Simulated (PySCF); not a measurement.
1-chloropropane (C3H7Cl), SMILES C(C)CCl.

Geometry optimised at PBE0-D3(BJ)/def2-SVP. The values are those of a single conformer.

Two levels are set side by side: PBE/def2-TZVP (PySCF) and CAM-B3LYP/def2-TZVP (PySCF). Same geometry, gas phase. Differences are taken from unrounded values.

| quantity | CAM-B3LYP | PBE | PBE minus CAM-B3LYP |
|---|---|---|---|
| orbital gap (eV) | 11.52 | 6.70 | -4.81 |
| highest occupied level (eV) | -9.68 | -6.85 | 2.83 |
| lowest empty level (eV) | 1.84 | -0.14 | -1.98 |
| dipole moment (D) | 2.06 | 1.97 | -0.09 |
| mean polarisability (bohr³) | 49.3 | 51.0 | 1.7 |

PBE's occupied levels lie high since its potential decays too fast outside the molecule; exact exchange lowers them and widens the gap. Loosely held outer electrons make PBE densities more polarisable. Differences between two approximate levels are no errors against the true value.

Rough cost on one machine, each run with all the roots and properties that it gave: CAM-B3LYP against PBE within a factor of 2.
